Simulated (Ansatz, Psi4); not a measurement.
## Heat of formation of NOF (nitrosyl fluoride) from total energies

NOF has 3 atoms, charge 0, and is taken as a singlet. As SMILES, `O=NF`. The coordinates come from a PBE0-D4/def2-TZVP relaxation.

```xyz
3

O     0.8683    0.2430    0.5047
N     0.1489   -0.4825    0.0299
F    -1.0173    0.2396   -0.5346
```

Total energies at M06-L/def2-TZVPP (Psi4 1.11); the atoms run unrestricted:

| species | state | energy (Eh) |
| --- | --- | --- |
| NOF | singlet | -229.785291 |
| O | triplet | -75.086027 |
| N | quartet | -54.600799 |
| F | doublet | -99.753754 |

Harmonic wavenumbers at PBE0-D4/def2-TZVP, in cm⁻¹: 560, 824, 1969.

Measured heats of formation of the gaseous atoms at 298.15 K, in kJ/mol: O 249.2, N 472.4, F 79.4. Spin-orbit lowering of the atoms at 298 K (mean of the ground term's levels less their thermal mean, from spectra), in kJ/mol: O 0.40, F 1.29. Take 1 Eh = 2625.50 kJ/mol, 1 cm⁻¹ = 0.0119627 kJ/mol, RT = 2.479 kJ/mol.

What heat of formation follows?


1. Electronic atomisation energy: (-75.086027) + (-54.600799) + (-99.753754) − (-229.785291) = 0.344711 Eh = 905.0 kJ/mol.
2. Zero-point energy: half the sum of the wavenumbers, 1676.5 cm⁻¹ = 20.1 kJ/mol.
3. Thermal vibrational enthalpy, Σ hcν̃/(exp(hcν̃/kT) − 1): 0.7 kJ/mol. Translation, rotation and pV of a non-linear molecule: 4 RT = 9.9 kJ/mol.
4. The 3 free atoms carry 5/2 RT each: 18.6 kJ/mol.
5. Spin-orbit coupling lowers the free atoms by 0.40 + 1.29 = 1.7 kJ/mol.
6. Atomisation enthalpy at 298 K: 905.0 − 1.7 − 20.1 − 0.7 − 9.9 + 18.6 = 891.2 kJ/mol.
7. Sum of the atoms' heats of formation: 801.0 kJ/mol. Heat of formation: 801.0 − 891.2 = -90.2 kJ/mol.

The tabulated value is -65.7 kJ/mol (NIST-JANAF tables; in doubt: newer work gives another value), so this level is off by -24.5 kJ/mol, or 2.8 % of the atomisation enthalpy that the table implies (866.7 kJ/mol). Anharmonicity and any spin-orbit splitting of the molecule are left out.
